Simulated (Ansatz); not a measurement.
S2, SMILES `S=S` (lower triplet) (charge 0, multiplicity 3). The linear singlet lies higher and needs more than one determinant, so no gap is given.

Calculation: Ansatz (a quantum-chemistry and plane-wave program) with frozen-core CCSD(T)/6-31g // B3LYP-D3(BJ)/def2-TZVP.

Ansatz 0.2 input:
```yaml
crystal:
  periodic: [false, false, false]
  atoms:
    - { symbol: S, position_ang: [0.95185, -0.000005, -0.000003] }
    - { symbol: S, position_ang: [-0.95185, 0.000005, 0.000003] }
basis:
  gaussian: { orbitals: "6-31g" }
correlation:
  method: ccsd_t
magnetization:
  spin_polarized: true
  initial_magnetization: 2
```

Output:

```
Functional definition: HF
285 factors; integrals over basis functions are off by at most 1.2e-4 eV
mean field evaluation 1: about -21631.1242 eV, gradient 5.6e0 eV
mean field evaluation 2: about -21631.1341 eV, gradient 5.6e0 eV
mean field evaluation 4: about -21631.4191 eV, gradient 4.3e-1 eV
mean field evaluation 8: about -21631.4224 eV, gradient 2.6e-6 eV
mean field evaluation 16: about -21630.6287 eV, gradient 3.8e0 eV
mean field evaluation 32: about -21629.0367 eV, gradient 5.4e-3 eV
mean field -21631.42236040 eV, -794.9401094402 hartree, gradient 1.3e-6 eV, S^2 2.020545; 3 other end points of the search recorded, 0 dependent functions left out
determinant -21631.42236040 eV, -794.9401094402 hartree, with singles and doubles -21634.38771454 eV, -795.0490841948 hartree
determinant -21629.03667456 eV, -794.8524371024 hartree, with singles and doubles -21631.00559406 eV, -794.9247935594 hartree
10 core orbitals not correlated
reference -21631.42236040 eV, -794.9401094402 hartree; 7, 5 occupied and 9, 11 virtual orbitals, 285 factors
second order -2.73678357 eV of doubles, -0.00000000 eV of singles
cycle   1  -2.96536770 eV  change   -1.4e-5 eV  update   1.2e-4
cycle   2  -2.96536788 eV  change   -1.8e-7 eV  update   6.8e-5
cycle   3  -2.96536998 eV  change   -2.1e-6 eV  update   1.7e-5
cycle   4  -2.96537271 eV  change   -2.7e-6 eV  update   5.7e-6
perturbative correction -0.06137916 eV, -0.0022556425 hartree
Total energy: -21634.44911228 eV, -795.0513405199 hartree
```
